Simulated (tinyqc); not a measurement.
Worked calculation: CIS on RHF in the sto-3g basis, frozen core, for H2O, spin multiplicity 1. One step of it, computed by the program tinyqc.

Question. CIS matrix, triplets. A(ia,jb) = (e_a - e_i) d_ij d_ab - (ij|ab).

orbital energies (hartree): MO1 -20.253275, MO2 -1.200529, MO3 -0.553276, MO4 -0.418883, MO5 -0.381733, MO6 0.456103, MO7 0.600785

Two-electron integrals over orbitals (pq|rs), unique and non-zero (hartree); the lowest 1 orbital is frozen and left out:
```
(22|22) 0.722467    (32|32) 0.130891    (33|22) 0.610812    (33|33) 0.589699
(42|22) -0.023809   (42|33) 0.004435    (42|42) 0.130378    (43|32) 0.029221
(43|43) 0.054254    (44|22) 0.666847    (44|33) 0.565025    (44|42) -0.096946
(44|44) 0.715505    (52|52) 0.150534    (53|53) 0.025978    (54|52) -0.042546
(54|54) 0.048379    (55|22) 0.754508    (55|33) 0.597682    (55|42) -0.077104
(55|44) 0.697990    (55|55) 0.880159    (62|22) -0.130263   (62|33) -0.062523
(62|42) -0.032128   (62|44) -0.068304   (62|55) -0.142367   (62|62) 0.093611
(63|32) 0.042275    (63|43) 0.039462    (63|63) 0.080307    (64|22) -0.125171
(64|33) -0.046097   (64|42) 0.040787    (64|44) -0.131170   (64|55) -0.145347
(64|62) 0.062630    (64|64) 0.092033    (65|52) -0.052571   (65|54) -0.005105
(65|65) 0.034250    (66|22) 0.584896    (66|33) 0.544129    (66|42) 0.050165
(66|44) 0.537797    (66|55) 0.569676    (66|62) -0.087245   (66|64) -0.050121
(66|66) 0.573454    (72|32) 0.055334    (72|43) -0.028238   (72|63) -0.029255
(72|72) 0.068979    (73|22) 0.166720    (73|33) 0.088338    (73|42) -0.073241
(73|44) 0.149088    (73|55) 0.203580    (73|62) -0.069921   (73|64) -0.097013
(73|66) 0.042772    (73|73) 0.157441    (74|32) -0.070511   (74|43) -0.011680
(74|63) -0.055422   (74|72) -0.017877   (74|74) 0.068576    (75|53) 0.023982
(75|75) 0.025667    (76|32) -0.088788   (76|43) -0.062010   (76|63) -0.071834
(76|72) 0.002088    (76|74) 0.059313    (76|76) 0.115410    (77|22) 0.611531
(77|33) 0.581578    (77|42) -0.020992   (77|44) 0.584419    (77|55) 0.614154
(77|62) -0.062412   (77|64) -0.052830   (77|66) 0.546199    (77|73) 0.102144
(77|77) 0.600111
```

Give: CIS matrix A, triplet.

Answer.

CIS matrix A, triplet (hartree), order 2>6, 2>7, 3>6, 3>7, 4>6, 4>7, 5>6, 5>7:
$$\begin{pmatrix}
1.072 & 0.000 & 0.000 & 0.089 & -0.050 & 0.000 & 0.000 & 0.000 \\
0.000 & 1.190 & 0.089 & 0.000 & 0.000 & 0.021 & 0.000 & 0.000 \\
0.000 & 0.089 & 0.465 & 0.000 & 0.000 & 0.062 & 0.000 & 0.000 \\
0.089 & 0.000 & 0.000 & 0.572 & 0.062 & 0.000 & 0.000 & 0.000 \\
-0.050 & 0.000 & 0.000 & 0.062 & 0.337 & 0.000 & 0.000 & 0.000 \\
0.000 & 0.021 & 0.062 & 0.000 & 0.000 & 0.435 & 0.000 & 0.000 \\
0.000 & 0.000 & 0.000 & 0.000 & 0.000 & 0.000 & 0.268 & 0.000 \\
0.000 & 0.000 & 0.000 & 0.000 & 0.000 & 0.000 & 0.000 & 0.368
\end{pmatrix}$$
